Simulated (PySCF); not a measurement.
CH5N, SMILES CN.

Coordinates come from a PBE0-D3(BJ)/def2-TZVP optimisation.

Two levels are set side by side: PBE/def2-TZVPD (PySCF) and ωB97X/def2-TZVPD (PySCF). Same geometry, gas phase. Differences are taken from unrounded values.

| quantity | ωB97X |
|---|---|
| orbital gap (eV) | 11.54 |
| highest occupied level (eV) | -9.37 |
| lowest empty level (eV) | 2.17 |
| dipole moment (D) | 1.34 |
| mean polarisability (bohr³) | 25.4 |

Q: What does PBE give, and how far is it from ωB97X? (The exact figures need the calculation; the answer reports its results.)

A: 
```tsv
quantity	PBE	PBE minus ωB97X
orbital gap (eV)	5.13	-6.40
highest occupied level (eV)	-5.38	3.99
lowest empty level (eV)	-0.24	-2.41
dipole moment (D)	1.25	-0.09
mean polarisability (bohr³)	26.8	1.4
```

PBE's occupied levels lie high since its potential decays too fast outside the molecule; exact exchange lowers them and widens the gap. PBE's more diffuse valence density responds more strongly to a field. Differences between two approximate levels are no errors against the true value.

Rough cost on one machine, each run with all the roots and properties that it gave: ωB97X against PBE within a factor of 2.
